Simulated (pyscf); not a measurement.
PySCF, gas phase, ωB97X-D3(BJ)/def2-SVP geometries.

Task: PBE/def2-TZVP puts the barrier of H₂O + H₂N–Zr(F)(F)–F → HO–Zr(F)(F)–F + NH₃ (four-centre exchange; singlet surface; H–O, N–Zr broken, O–Zr, H–N formed) at -9.8 kcal/mol and the reaction energy at -17.1 kcal/mol, from the separated reactants. What do r²SCAN/def2-TZVP, B3LYP-D3(BJ)/def2-TZVP, ωB97M-D3(BJ)/def2-TZVP give on the same structures?

Result: r²SCAN: ΔE‡ = -11.6 kcal/mol, ΔE = -17.9 kcal/mol; B3LYP-D3(BJ): ΔE‡ = -9.4 kcal/mol, ΔE = -17.4 kcal/mol; ωB97M-D3(BJ): ΔE‡ = -9.1 kcal/mol, ΔE = -17.8 kcal/mol. PBE's barrier lies among them. Its reaction energy lies over all of them, by 0.3 to 0.8 kcal/mol. On the reactant side the descent ends in an adduct with a O–Zr contact (not fully relaxed), 19.9 kcal/mol under the separated species and 9.0 kcal/mol under the saddle at ωB97X-D3(BJ)/def2-TZVP. On the product side the descent ends in an adduct with a N–Zr contact, 24.7 kcal/mol under the separated species and 30.8 kcal/mol under the saddle at ωB97X-D3(BJ)/def2-TZVP. At PBE, r²SCAN, B3LYP-D3(BJ), ωB97M-D3(BJ) the saddle lies under the separated reactants, which points to a path from their complex (located at ωB97X-D3(BJ) alone). What is counted as formed (O–Zr) is already present as a longer contact in the reactant adduct; forming that adduct is a step of its own. What is counted as broken (N–Zr) persists as a longer contact in the product adduct; parting that adduct is a step of its own. This is the saddle that the search found; another between the same sides may lie lower. Elements past Kr carry the def2 core potentials, without spin-orbit coupling.
